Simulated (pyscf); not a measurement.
Single points on ωB97X-D3(BJ)/def2-SVP structures (PySCF, gas phase).

Q: Estimate the classical barrier height and the reaction energy of H₃C–O–SiH₃ + HO–SiH₃ -> HO–SiH₂–CH₂–O–SiH₃ + H₂ at ωB97M-D3(BJ)/def2-TZVP. The step runs on the singlet surface, breaks C–H, H–Si and forms C–Si, H–H; take the separated reactants as zero.

A: ΔE‡ = 295.6 kJ/mol, ΔE = +27.6 kJ/mol. Zero-point energy shifts the barrier by -3.1 kJ/mol. It is a four-centre exchange, with an imaginary mode of 1569i cm⁻¹. At the saddle there is also a short H–Si contact that neither side keeps. The same reactants have a lower exit, to CH₄ + HO–SiH₂–O–SiH₃ (barrier +258.2 kJ/mol at ωB97M-D3(BJ)/def2-TZVP, against +295.6 kJ/mol here). H₃C–O–SiH₃ lies 99.2 kJ/mol over its isomer H₃C–SiH₂–OH (electronic energy, ωB97M-D3(BJ)/def2-TZVP). HO–SiH₂–CH₂–O–SiH₃ lies 133.2 kJ/mol over its isomer H₃C–O–SiH₂–O–SiH₃ (electronic energy, ωB97M-D3(BJ)/def2-TZVP). One saddle was located; it need not be the lowest between these sides.
